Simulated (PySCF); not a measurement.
Gas-phase reaction: trisilylamine + 2 NO ⇌ 3 HSiNH₂ + O₂

Computed with PySCF and rigid-rotor harmonic-oscillator thermochemistry at 1 bar. † marks an energy on the PBE0/def2-TZVP geometry and frequencies; other levels use their own. MP2 freezes the core. 6-31G* has spherical d functions here. Open shells (unrestricted): NO (multiplicity 2), O₂ (multiplicity 3); the rest are closed-shell singlets. Spin-orbit splitting is ignored; it lowers the true energy and changes the entropy of NO. HSiNH₂: computed as isolated molecules; such fragments, hydroxides, amides, oligomers or adducts are transient or little studied in the gas. MP2 isn't extrapolated to the basis-set limit.

```json
[
 {"level": "HF/6-31G*", "ΔH°(298 K), kJ": "…"},
 {"level": "M06-2X/def2-TZVP†", "ΔH°(298 K), kJ": "…"},
 {"level": "MP2/def2-SVP†", "ΔH°(298 K), kJ": "266"},
 {"level": "PBE/def2-TZVP†", "ΔH°(298 K), kJ": "176"},
 {"level": "PBE0/def2-SVP†", "ΔH°(298 K), kJ": "206"},
 {"level": "r2SCAN/def2-TZVP†", "ΔH°(298 K), kJ": "234"},
 {"level": "LDA/def2-TZVP†", "ΔH°(298 K), kJ": "…"},
 {"level": "ωB97M-V/def2-TZVP†", "ΔH°(298 K), kJ": "…"}
]
```

Complete the blanks.


- HF/6-31G*, ΔH°(298 K), kJ: 314
- M06-2X/def2-TZVP†, ΔH°(298 K), kJ: 216
- LDA/def2-TZVP†, ΔH°(298 K), kJ: 157
- ωB97M-V/def2-TZVP†, ΔH°(298 K), kJ: 212
